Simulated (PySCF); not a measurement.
Species: diphosphorus tetrafluoride, P2F4.
Numbering: `[F:1][P:2]([F:3])[P:4]([F:5])[F:6]`

Computed by this run: PBE0-D3(BJ)/def2-SVP geometry optimisation, gas phase in PySCF 2.14.0; density fitting, grid level 1; the optimiser is geomeTRIC in internal coordinates, started from a GFN2-xTB structure with every atom displaced at random (about 0.01 Å).

Step 0: E = -29415.3069 eV
```
atom  x, y, z in Å  |  force x, y, z in eV/Å
F1     -1.2551   -0.9761   -1.2483   -0.064  -0.251  -0.706
P2     -0.4603   -1.0358    0.1391   -0.407   0.675   0.377
F3     -1.7009   -0.4805    1.0319    0.347  -0.176   0.195
P4      0.4815    1.0416   -0.1522   -0.369  -0.401   0.187
F5      1.2850    0.9551    1.2306    0.082   0.266   0.696
F6      1.6731    0.4656   -1.0467    0.412  -0.113  -0.749
```

Step 1: E = -29415.3298 eV
```
atom  x, y, z in Å  |  force x, y, z in eV/Å
F1     -1.2349   -0.9386   -1.3037    0.206   0.146   0.290
P2     -0.4524   -0.9463    0.1198   -0.447  -0.662   0.025
F3     -1.7002   -0.5778    1.0810    0.226   0.160  -0.168
P4      0.5063    1.0665   -0.1463    0.175   0.278  -0.079
F5      1.2778    1.0299    1.2775   -0.084  -0.082  -0.185
F6      1.6267    0.3363   -1.0739   -0.076   0.161   0.117
```

Question: Estimate the geometry and energy of step 2. (The exact step hangs on the optimiser's Hessian estimate; all steps are aligned on step 1, rigid shifts and turns removed.)

Answer: E = -29415.3567 eV, largest force 0.239 eV/Å
```
atom  x, y, z in Å  |  force x, y, z in eV/Å
F1     -1.2199   -0.9350   -1.2927    0.028  -0.048   0.014
P2     -0.4573   -0.9834    0.1327   -0.158  -0.024  -0.055
F3     -1.6895   -0.5402    1.0732    0.017   0.059   0.018
P4      0.4937    1.0580   -0.1491    0.081  -0.225   0.011
F5      1.2657    1.0046    1.2693    0.039   0.072   0.000
F6      1.6306    0.3659   -1.0790   -0.007   0.165   0.012
```

The energy changes by -0.0269 eV. The first-order estimate −F·Δx gives -0.0477 eV and the mean of the old and new forces, exact on a quadratic surface, -0.0274 eV. The step makes an angle of 52° with the force vector and moves no atom by more than 0.040 Å.

What follows is the cost of the whole optimisation. Time: 17 s wall; peak memory 0.38 GiB. Hardware: Intel Xeon Platinum 8488C, one thread, on a shared host.
